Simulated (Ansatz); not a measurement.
A nudged elastic band was laid between two geometries of H3N + H6Si2 (12 atoms, charge 0, multiplicity 1).

Theory: Ansatz 0.2.0, RKS PBE-D4/def2-SVP.

```yaml
movable_images: 5
climbing_image: yes
spring: 5.0 eV/Å²
optimiser: quadratic models (default)
start_path: through a guess of the saddle point
force_threshold: 0.03 eV/Å
iteration_limit: 60
end_points: relaxed
```

Image 0:

```xyz
12
Properties=species:S:1:pos:R:3
Si 0.350 -0.087 0.056
Si 0.263 -0.134 2.401
H -0.537 -1.307 2.906
H 1.649 -0.275 2.990
H -0.314 1.139 2.962
H 1.773 -0.213 -0.440
H -0.184 1.211 -0.491
H -0.420 -1.229 -0.554
N -2.473 0.184 1.164
H -2.921 -0.386 0.434
H -2.732 1.160 0.968
H -2.939 -0.064 2.047
```

Image 6:

```xyz
12
Properties=species:S:1:pos:R:3
Si -0.551 0.231 -0.651
Si -0.098 -0.299 3.374
H -0.400 -0.399 4.843
H 1.087 -1.161 3.048
H 0.200 1.132 3.025
H 0.533 -0.161 0.336
H -0.225 1.615 -1.137
H -0.485 -0.758 -1.782
N -2.194 0.247 -0.055
H -2.608 -0.649 0.216
H -2.448 0.961 0.633
H -1.296 -0.758 2.592
```

What changes between the two ends?

Bonds broken: Si1–Si2, N9–H12. Bonds formed: Si1–N9, Si2–H12. H3N + H6Si2 becomes H4Si + H5NSi.

What energy profile does the band end with?

The run converged. The highest image is number 3 of 0 to 6, 1.60 eV above the first end and 1.61 eV above the last; the last end lies 0.02 eV below the first. Neighbouring images differ by up to 1.6 eV, so the band resolves the path poorly. A vibrational analysis at the climbing image gives one clearly imaginary mode, 344i cm⁻¹: a first-order saddle point. The orbitals stay closed-shell, which can raise the energy where a bond breaks towards radicals; this wasn't checked here.

```json
{"image": "0", "path coordinate (Å)": "0.00", "energy (eV)": "0.00", "Si1–Si2 (Å)": "2.35", "N9–H12 (Å)": "1.03", "Si1–N9 (Å)": "3.04"}
{"image": "1", "path coordinate (Å)": "1.43", "energy (eV)": "0.11", "Si1–Si2 (Å)": "2.35", "N9–H12 (Å)": "1.03", "Si1–N9 (Å)": "2.83"}
{"image": "2", "path coordinate (Å)": "2.85", "energy (eV)": "0.83", "Si1–Si2 (Å)": "2.46", "N9–H12 (Å)": "1.03", "Si1–N9 (Å)": "2.28"}
{"image": "3", "path coordinate (Å)": "4.28", "energy (eV)": "1.60", "Si1–Si2 (Å)": "3.04", "N9–H12 (Å)": "1.12", "Si1–N9 (Å)": "1.92"}
{"image": "4", "path coordinate (Å)": "6.04", "energy (eV)": "0.00", "Si1–Si2 (Å)": "3.94", "N9–H12 (Å)": "2.62", "Si1–N9 (Å)": "1.75"}
{"image": "5", "path coordinate (Å)": "7.79", "energy (eV)": "-0.02", "Si1–Si2 (Å)": "4.10", "N9–H12 (Å)": "2.94", "Si1–N9 (Å)": "1.75"}
{"image": "6", "path coordinate (Å)": "9.54", "energy (eV)": "-0.02", "Si1–Si2 (Å)": "4.08", "N9–H12 (Å)": "2.97", "Si1–N9 (Å)": "1.75"}
```

What is the geometry of the highest image?


```xyz
12
Properties=species:S:1:pos:R:3
Si -0.364 0.036 -0.120
Si 0.002 -0.250 2.882
H -0.528 -1.063 4.057
H 1.336 -0.924 2.583
H 0.428 1.063 3.528
H 0.620 1.100 0.241
H -0.782 0.328 -1.554
H 0.071 -1.390 -0.087
N -2.135 0.253 0.584
H -2.841 -0.405 0.206
H -2.503 1.217 0.500
H -1.790 0.034 1.623
```

Time of the run: 3.3 min on 2 threads of Arm Neoverse V2, on a shared host, peak memory 0.13 GiB.
